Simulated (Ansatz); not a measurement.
System: bcc Rb. Method: PBE-D3(BJ) (PAW; Ansatz, an electronic-structure program).

Run with plane-wave cutoff 500 eV, 18×18×18 k mesh, Fermi–Dirac smearing 0.1 eV, scalar-relativistic PAW data made under PBE.

Computed at the level's own relaxed cell.

Q: Give the computed volume per atom and lattice parameter a.

A: 
volume per atom: 85.72 Å³/atom
lattice parameter a: 5.555 Å

Measured, for comparison: equilibrium volume per atom 86.68 Å³/atom, lattice constant a 5.576 Å (low-temperature or extrapolated to 0 K; zero-point anharmonic expansion removed; as tabulated in Csonka et al. (2009), arXiv:0903.4037). Computed (rounded) less measured: equilibrium volume per atom -1.1 %, lattice constant a -0.4 %.

Computed values are for the static lattice.

Computing time: very roughly 50 core-seconds.
